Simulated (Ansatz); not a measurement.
A nudged elastic band was laid between two geometries of F2OS (4 atoms, charge 0, multiplicity 1).

Method: Ansatz 0.2.0, RKS CAM-B3LYP-D4/def2-SVP.

| Item | Value |
| --- | --- |
| movable images | 7 |
| climbing image | yes |
| spring | 5.0 eV/Å² |
| optimiser | quadratic models (default) |
| start path | through a guess of the saddle point |
| force threshold | 0.05 eV/Å |
| iteration limit | 60 |
| end points | relaxed |

First end point:

```xyz
4
Properties=species:S:1:pos:R:3
O 0.945 0.066 -1.033
S -0.150 -0.433 -0.253
F -1.140 0.815 0.004
F 0.345 -0.449 1.282
```

Last end point:

```xyz
4
Properties=species:S:1:pos:R:3
O 0.745 -0.289 -1.152
S 0.325 0.410 0.028
F -1.278 0.572 -0.077
F 0.208 -0.692 1.201
```

(1) What changes between the two ends?

(2) Give the energies along the band, and the barrier.

(3) What is the geometry of the highest image?

(4) What are the harmonic wavenumbers there?

Answers

(1) No bond is made or broken. The height of S2 over the plane of its neighbours goes from -0.68 to 0.68 Å. The two ends are copies of one structure, up to a mirror image or an exchange of like atoms.

(2) The run converged. The highest image is number 4 of 0 to 8, 60.0 kcal/mol above the ends, which have the same energy within 2 meV. A vibrational analysis at the climbing image gives one clearly imaginary mode, 489i cm⁻¹: a first-order saddle point.

```tsv
image	path coordinate (Å)	energy (kcal/mol)	height of S2 over the plane of its neighbours (Å)
0	0.00	0.0	-0.68
1	0.26	6.8	-0.63
2	0.52	23.9	-0.51
3	0.78	46.4	-0.30
4	1.03	60.0	0.00
5	1.29	46.4	0.30
6	1.55	23.9	0.51
7	1.81	6.8	0.63
8	2.07	0.0	0.68
```

(3) 
```xyz
4
Properties=species:S:1:pos:R:3:forces:R:3
O 1.236 -0.373 -0.992 0.03 -0.01 -0.01
S -0.011 0.120 -0.415 -0.02 0.01 0.00
F -1.495 0.689 0.336 0.00 0.00 0.00
F 0.269 -0.437 1.071 0.00 0.00 0.01
```

(4) 489i, 396, 527, 548, 821, 1235 cm⁻¹.

Time of the run: 2 min on 1 thread of Intel(R) Xeon(R) Platinum 8488C (Sapphire Rapids), with other jobs on the host, peak memory 0.13 GiB.
